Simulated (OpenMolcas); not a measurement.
**One shape, several levels: Si2H6 (disilane)**

We compute a comparison of 6 runs (HF/3-21G, BLYP/aug-cc-pVDZ, PBE/aug-cc-pVDZ, r2SCAN/aug-cc-pVDZ, revPBE/aug-cc-pVDZ, CCSD(T)/aug-cc-pVDZ) of Si2H6 (disilane). 

The calculation is run with OpenMolcas 26.06.

### Step 1. Starting point

The species is Si2H6 (8 atoms), meant as a singlet with charge 0. SMILES: `[SiH3][SiH3]`. Geometry: relaxed at PBE0-D4/def2-TZVP.

Bond lengths: Si1–Si2 2.338 Å, Si1–H3 1.488 Å, Si1–H4 1.488 Å, Si1–H5 1.488 Å, Si2–H6 1.488 Å, Si2–H7 1.488 Å, Si2–H8 1.488 Å. Some angles: Si1–Si2–H6 110.3°, Si1–Si2–H7 110.3°, Si1–Si2–H8 110.3°, Si2–Si1–H3 110.3°, Si2–Si1–H4 110.3°, Si2–Si1–H5 110.3°, H6–Si2–H7 108.7°, H6–Si2–H8 108.7°, H7–Si2–H8 108.7°, H3–Si1–H4 108.7°.

### Step 2. Energy and forces at HF/3-21G (run 1)

test.input reads:

```
&gateway
baslib=$CurrDir
basisset
Si.3-21G....
Si1 -0.340500 0.490200 -1.004900 angstrom
Si2 0.363500 -0.504400 0.991000 angstrom
End of Basis
basisset
H.3-21G....
H3 0.833900 0.948200 -1.794900 angstrom
H4 -1.112900 -0.483900 -1.821900 angstrom
H5 -1.208000 1.664100 -0.717900 angstrom
H6 1.139000 0.468600 1.806300 angstrom
H7 1.228100 -1.680500 0.704000 angstrom
H8 -0.811000 -0.959200 1.782600 angstrom
End of Basis
&seward
&scf
thresholds=1e-10 1e-07 1e-07 1e-05
prorbitals=0
&alaska
```

The basis set 3-21G is read from a file made from the Basis Set Exchange's data (not shown).

On the command line:

```bash
$ export MOLCAS_MEM=1860
$ pymolcas test.input > test.log
```

The program printed:

```text
--- Start Module: gateway ---
[...]
--- Stop Module: gateway /rc=_RC_ALL_IS_WELL_ ---
[...]
      Basis functions           38
[...]
--- Start Module: scf ---
[...]
       Convergence after   9 Iterations
[...]
::    Total SCF energy                               -578.2408657207
[...]
      Total spin, S                                     0.0000000000
[...]
      Total electronic charge=   34.000000
      Total            charge=   -0.000000
[...]
      Dipole Moment (debye):
      Origin of the operator (angstrom)=    0.0115   -0.0071   -0.0070
                   X= -1.3225E-04               Y=  1.4464E-04               Z=  1.5691E-04           Total=  2.5106E-04
      Quadrupole Moment (debye*angstrom):
[...]
 *              Molecular gradients               *
 **************************************************
  Irreducible representation: a
 ------------------------------------------------------------------------------------------
                              X                       Y                       Z
 ------------------------------------------------------------------------------------------
  SI1               2.55873827373554E-03   -3.63791065086616E-03    7.30088518466854E-03
  SI2              -2.57884124084695E-03    3.65955453715472E-03   -7.27745392305401E-03
  H3               -3.06081330989194E-04   -2.64694695619738E-05    2.73401466119871E-05
  H4                1.27117769159524E-04    2.91524428439605E-04    3.79622807500368E-05
  H5                1.43973805557529E-04   -1.94107849595504E-04   -2.08444307612299E-04
  H6               -1.28225075441302E-04   -3.02055168913018E-04   -5.00735559652021E-05
  H7               -1.36973727968392E-04    1.77908124701531E-04    2.07994371858700E-04
  H8                3.20291526793248E-04    3.15560486350286E-05   -3.82101972715709E-05
[...]
```

Run time: 1.8 s. Hardware: 1 thread of Arm Neoverse V2, shared host; peak memory 0.37 GiB.

### Step 3. Energy and gradient at BLYP/aug-cc-pVDZ (run 2)

geom.xyz reads:

```xyz
8

Si    -0.340500     0.490200    -1.004900
Si     0.363500    -0.504400     0.991000
H      0.833900     0.948200    -1.794900
H     -1.112900    -0.483900    -1.821900
H     -1.208000     1.664100    -0.717900
H      1.139000     0.468600     1.806300
H      1.228100    -1.680500     0.704000
H     -0.811000    -0.959200     1.782600
```

run.input reads:

```
&gateway
 baslib=$CurrDir
 coord=geom.xyz
 basis=aug-cc-pVDZ
 group=NoSym

&seward
 gridinput
 Grid=UltraFine
 End of Grid

&scf
 ksdft=BLYP
 thresholds=1e-10 1e-07 1e-07 1e-05
 prorbitals=1

&alaska
```

The basis set aug-cc-pVDZ is read from a file made from the Basis Set Exchange's data (not shown).

On the command line:

```bash
$ export MOLCAS_MEM=1860
$ pymolcas run.input > run.log
```

The program printed:

```text
--- Start Module: gateway ---
[...]
--- Stop Module: gateway /rc=_RC_ALL_IS_WELL_ ---
[...]
      Basis functions          108
[...]
--- Start Module: scf ---
[...]
       Convergence after  11 Iterations
[...]
::    Total KS-DFT energy                            -582.5382406134
[...]
      Total spin, S                                     0.0000000000
[...]
      Total electronic charge=   34.000000
      Total            charge=   -0.000000
[...]
      Dipole Moment (debye):
      Origin of the operator (angstrom)=    0.0115   -0.0071   -0.0070
                   X= -1.0174E-04               Y=  1.1098E-04               Z=  1.2097E-04           Total=  1.9313E-04
      Quadrupole Moment (debye*angstrom):
[...]
 *              Molecular gradients               *
 **************************************************
  Irreducible representation: a
 ------------------------------------------------------------------------------------------
                              X                       Y                       Z
 ------------------------------------------------------------------------------------------
  SI1               2.40509259771482E-04   -3.62921847654629E-04    7.22199541339563E-04
  SI2              -2.59125324470144E-04    3.83153212375920E-04   -7.00291440986156E-04
  H3               -4.28032462969075E-03   -1.80308680158281E-03    3.14848597007034E-03
  H4                2.95374214423694E-03    3.51180878636370E-03    3.25209833426943E-03
  H5                3.29936437204381E-03   -4.47415924356731E-03   -8.45437355983192E-04
  H6               -2.96552079497880E-03   -3.51821281176168E-03   -3.25772783096845E-03
  H7               -3.28304190924644E-03    4.46550747108443E-03    8.44541827340062E-04
  H8                4.29439688234323E-03    1.79791123470596E-03   -3.16386904512855E-03
[...]
```

Run time: 41 s. Hardware: 1 thread of Arm Neoverse V2, shared host; peak memory 0.63 GiB.

Runs 3 to 5 aren't shown in full; the table further down has their settings and results.

### Step 4. A single-point energy at CCSD(T)/aug-cc-pVDZ (Cholesky decomposition) (run 6)

job.inp reads:

```
* H6Si2 CCSD(T)

&GATEWAY
  BasLib = $CurrDir
  Coord
  8
  angstrom
  Si      -0.340500       0.490200      -1.004900
  Si       0.363500      -0.504400       0.991000
  H        0.833900       0.948200      -1.794900
  H       -1.112900      -0.483900      -1.821900
  H       -1.208000       1.664100      -0.717900
  H        1.139000       0.468600       1.806300
  H        1.228100      -1.680500       0.704000
  H       -0.811000      -0.959200       1.782600
  Basis = aug-cc-pVDZ
  Group = NoSym

&SEWARD
  High

&SCF
  Thresholds = 1e-10 1e-07 1e-07 1e-05
  PrOrbitals = 0

&CHCC
  Frozen = 10
  Threshold = 1e-08
  MaxIterations = 80

&CHT3
  Frozen = 10
```

The basis set aug-cc-pVDZ is read from a file made from the Basis Set Exchange's data (not shown).

On the command line:

```bash
$ export MOLCAS_MEM=1860
$ pymolcas job.inp > job.log
```

The program printed:

```text
--- Start Module: gateway ---
[...]
--- Stop Module: gateway /rc=_RC_ALL_IS_WELL_ ---
[...]
      Basis functions          108
[...]
       Convergence after  11 Iterations
[...]
::    Total SCF energy                               -581.3405814596
[...]
      Total spin, S                                     0.0000000000
[...]
      Total electronic charge=   34.000000
      Total            charge=   -0.000000
[...]
      Dipole Moment (debye):
      Origin of the operator (angstrom)=    0.0115   -0.0071   -0.0070
                   X= -1.2586E-04               Y=  1.3627E-04               Z=  1.4767E-04           Total=  2.3711E-04
      Quadrupole Moment (debye*angstrom):
[...]
--- Start Module: chcc ---
[...]
--- Stop Module: chcc /rc=_RC_ALL_IS_WELL_ ---
[...]
--- Start Module: cht3 ---
[...]
--- Stop Module: cht3 /rc=_RC_ALL_IS_WELL_ ---
[...]
```

It took 2.3 min on 1 thread of Arm Neoverse V2, shared host; peak memory 0.18 GiB.

### Step 5. All runs side by side

```csv
run,level,integration grid,integral approximation,energy (Eh),dipole moment (D) of the reference,HOMO energy (eV),LUMO energy (eV),wall time
1,HF/3-21G,–,none,-578.240866,0.00,-11.05,3.93,1.8 s
2,BLYP/aug-cc-pVDZ,UltraFine,none,-582.538241,0.00,-7.15,-0.63,41 s
3,PBE/aug-cc-pVDZ,UltraFine,none,-582.247567,0.00,-7.28,-0.63,45 s
4,r2SCAN/aug-cc-pVDZ,UltraFine,none,-582.505836,0.00,-7.54,-0.15,52 s
5,revPBE/aug-cc-pVDZ,UltraFine,none,-582.445644,0.00,-7.25,-0.62,43 s
6,CCSD(T)/aug-cc-pVDZ (Cholesky decomposition),–,CD high,-581.624638,0.00,-11.01,1.07,2.3 min
```

### Step 6. Outcome

| quantity | value |
| --- | --- |
| run 6: total energy | -581.62464 Eh |
| run 6: dipole moment (mean-field density) | 0.00 D |
| run 6: HOMO energy (Hartree–Fock orbitals) | -11.01 eV |
| run 6: LUMO energy (Hartree–Fock orbitals) | 1.07 eV |
| run 6: HOMO–LUMO gap (Hartree–Fock orbitals) | 12.08 eV |
| run 6: correlation energy (10 core orbitals frozen) | -284.1 mEh |
| run 6: (T) correction | -7.00 mEh |

**Reading.** Over runs 1, 2, 3, 4, 5 the HOMO–LUMO gap runs from 6.52 eV (BLYP/aug-cc-pVDZ) to 14.98 eV (HF/3-21G). The two ends differ in method and basis. Totals of different functionals can't be ranked against each other. All runs together took 5.4 min, the longest 2.3 min.
